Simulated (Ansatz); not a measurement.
in.yaml

```yaml
crystal:
  periodic: [false, false, false]
  atoms:
    - {symbol: O, position_ang: [0.000000, 0.000000, 0.000000]}
    - {symbol: P, position_ang: [0.000000, 0.000000, 1.718900]}
basis:
  gaussian: {orbitals: def2-SVP}
magnetization: {spin_polarized: false, initial_magnetization: 3}
correlation: {method: ccsdt_q_b, electrons: outside_noble_gas, diis_vectors: 4}
accuracy: high
scf: {omitted_lower_state_checks: [cluster_reference]}
```

```sh
$ ansatz run in.yaml --threads 1 --pin off --events-out ev --progress --plain --max-ram 2393MiB
```

Log:

```
these checks for a lower state are left out or cut short: cluster_reference
525 factors; integrals over basis functions are off by at most 3.6e-9 eV
mean field evaluation 1: about -11297.3487 eV, gradient 2.4e1 eV
mean field evaluation 2: about -11297.4010 eV, gradient 2.4e1 eV
mean field evaluation 4: about -11299.7539 eV, gradient 3.1e0 eV
mean field evaluation 8: about -11299.9803 eV, gradient 9.7e-1 eV
mean field evaluation 16: about -11300.0167 eV, gradient 2.7e-2 eV
mean field evaluation 32: about -11300.0167 eV, gradient 1.6e-7 eV
mean field evaluation 64: about -11299.9400 eV, gradient 6.8e-1 eV
mean field evaluation 96: about -11301.7219 eV, gradient 1.6e-5 eV
mean field evaluation 128: about -11299.8451 eV, gradient 1.4e0 eV
mean field -11301.72190973 eV, -415.3306196005 hartree, gradient 1.0e-8 eV, S^2 3.750000; 8 other end points of the search recorded, 0 dependent functions left out
6 core orbitals not correlated: weight in the atoms' cores, before any rotation towards them, 1.000 or more for the frozen orbitals, at most 0.000 for the correlated occupied ones
reference -11301.72190973 eV, -415.3306196005 hartree; 7, 4 occupied and 19, 22 virtual orbitals, 525 factors
second order -5.83102059 eV of doubles, -0.15508981 eV of singles
cycle   1  -6.46418850 eV  change   -4.7e-1 eV  update   7.7e-2
...
cycle  25  -6.89678012 eV  change   -2.8e-7 eV  update   1.3e-7
cycle  26  -6.89678019 eV  change   -6.3e-8 eV  update   8.2e-8
cycle  27  -6.89678018 eV  change    1.0e-8 eV  update   5.1e-8
cycle  28  -6.89678018 eV  change   -6.8e-9 eV  update   3.4e-8
cycle  29  -6.89678017 eV  change    9.1e-9 eV  update   2.6e-8
cycle  30  -6.89678019 eV  change   -1.6e-8 eV  update   1.7e-8
cycle  31  -6.89678020 eV  change   -9.7e-9 eV  update   1.0e-8
cycle  32  -6.89678020 eV  change   -3.7e-9 eV  update   3.4e-9
cycle  33  -6.89678021 eV  change   -1.3e-9 eV  update   1.7e-9
cycle  34  -6.89678021 eV  change  -2.4e-10 eV  update  7.3e-10
perturbative correction -0.01217904 eV, -0.0004475715 hartree
Total energy: -11308.63086898 eV, -415.5845191698 hartree
Checks for a lower state left out: cluster_reference
```

Ran on 1 thread of Arm Neoverse V2, shared host: 8 s wall, 0.21 GiB peak host memory.
